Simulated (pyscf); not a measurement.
Single points on ωB97X-D3(BJ)/def2-SVP structures (PySCF, gas phase).

### Question
For the elementary gas-phase step `[Cl][TaH]([Cl])([Cl])[Cl]` + `[SH2]` -> `[SH][Ta]([Cl])([Cl])([Cl])[Cl]` + `[H][H]` (singlet surface; H–Ta, H–S broken, S–Ta, H–H formed), what barrier and reaction energy does B3LYP-D3(BJ)/def2-TZVP give, measured from the separated reactants?

### Answer
ΔE‡ = 3.5 kcal/mol, ΔE = -20.3 kcal/mol. ωB97M-D3(BJ)/def2-TZVP gives 6.4 kcal/mol and -16.8 kcal/mol. Zero-point energy shifts the barrier by +0.4 kcal/mol. It is a four-centre exchange, with an imaginary mode of 953i cm⁻¹. On the reactant side the descent ends in an adduct with a S–Ta contact, 16.7 kcal/mol under the separated species and 15.9 kcal/mol under the saddle at ωB97X-D3(BJ)/def2-TZVP. What is counted as formed (S–Ta) is already present as a longer contact in the reactant adduct; forming that adduct is a step of its own. At ωB97X-D3(BJ)/def2-TZVP the barrier from the zero used here is -0.8 kcal/mol. One saddle was located; it need not be the lowest between these sides. Elements past Kr carry the def2 core potentials, without spin-orbit coupling.
